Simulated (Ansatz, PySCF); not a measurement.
Molecule: C₂H₄NO (charge 0, doublet). It need not be the lowest isomer of its formula. SMILES: O=C([NH])C
Geometry from a B3LYP-D3(BJ)/def2-TZVP (Ansatz, a program for electronic structure) optimisation:
```xyz
8

O      0.4806     1.2318     0.0712
C      0.0856     0.0703    -0.0239
N      1.0063    -0.9284     0.1131
C     -1.3604    -0.3142    -0.1021
H     -1.9628     0.5531    -0.3620
H     -1.5017    -1.1086    -0.8366
H     -1.6814    -0.7025     0.8666
H      1.9064    -0.6339    -0.2739
```
Charge 0, spin multiplicity 2.

Quantity: atomisation energy (electronic, to ground-state atoms), in kJ/mol. Correlated levels leave the core frozen unless marked. Open shells are spin-unrestricted. No spin-orbit coupling. Non-relativistic. The coupled-cluster limit lacks core correlation, which all-electron functionals hold. CBS(X,Y): correlation extrapolated as X^-3; Hartree-Fock from the larger set. The bracket is a focal-point correction in the basis named.

```csv
level,program,atomisation energy (kJ/mol)
HF/6-31G*,Ansatz,2135.0
HF/aug-cc-pVDZ,Ansatz,2122.4
HF-D4/def2-TZVPD,PySCF + dftd4,2198.3
PBE-D4/def2-TZVPD,Ansatz + dftd4,3281.0
r2SCANh-D4/def2-TZVPD,Ansatz + dftd4,3127.5
HSE06-D3(BJ)/def2-TZVPD,Ansatz + dftd3,3169.4
HSE06-D4/def2-TZVPD,Ansatz + dftd4,3170.6
```

Question: Predict the RI-MP2/CBS(cc-pVTZ,cc-pVQZ)+[CCSD(T)-MP2]/cc-pVTZ result (Ansatz).

Answer: 3121.9 kJ/mol, so HSE06-D4/def2-TZVPD differs from it by 48.7 kJ/mol.
